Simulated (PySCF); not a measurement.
## chloroprene (SMILES ClC(C=C)=C)

Geometry (Å), atoms numbered from 1 in this order:
```xyz
10

C     1.003    1.430   -0.504
C     0.456    0.425    0.172
C    -0.631   -0.426   -0.282
C    -1.139   -1.420    0.443
Cl   -1.280   -0.104   -1.857
H     0.660    1.703   -1.494
H     1.812    2.007   -0.075
H     0.822    0.175    1.164
H    -0.733   -1.620    1.427
H    -1.948   -2.039    0.082
```

Theory: TDDFT CAM-B3LYP/def2-TZVPD excited states, vertical, gas phase in PySCF 2.14.0. Geometry: PBE0-D3(BJ)/def2-TZVP.

Question: How strongly do the lowest singlets absorb one photon, and two photons of half the energy?

Answer: δ for parallel linear polarisation; σ at the peak of a Lorentzian of half width 0.1 eV, single beam; Ω is circular over linear.
| state | E (eV) | f | photon λ (nm) | δ (au) | σ (GM) | Ω | main |
| --- | --- | --- | --- | --- | --- | --- | --- |
| S1 | 5.68 | 0.521 | 437 | 4.18 | 0.05 | 1.45 | HOMO→LUMO 0.97 |
| S2 | 6.25 | 0.001 | 396 | 50.6 | 0.73 | 1.50 | HOMO→LUMO+1 0.76, HOMO→LUMO+4 0.12 |
| S3 | 6.69 | 0.073 | 371 | 258 | 4.22 | 0.99 | HOMO−1→LUMO 0.96 |
| S4 | 6.71 | 0.000 | 370 | 66.5 | 1.09 | 1.50 | HOMO→LUMO+4 0.38, HOMO→LUMO+2 0.28 |
| S5 | 6.74 | 0.001 | 368 | 3.3 | 0.06 | 1.50 | HOMO−2→LUMO 0.94 |
| S6 | 7.15 | 0.001 | 347 | 57.1 | 1.07 | 1.50 | HOMO→LUMO+3 0.43, HOMO→LUMO+2 0.25 |

Among these, the strongest one-photon state is S1, the strongest two-photon state S3, with a dipole change of 2.2 D (relaxed, norm of the difference vector).
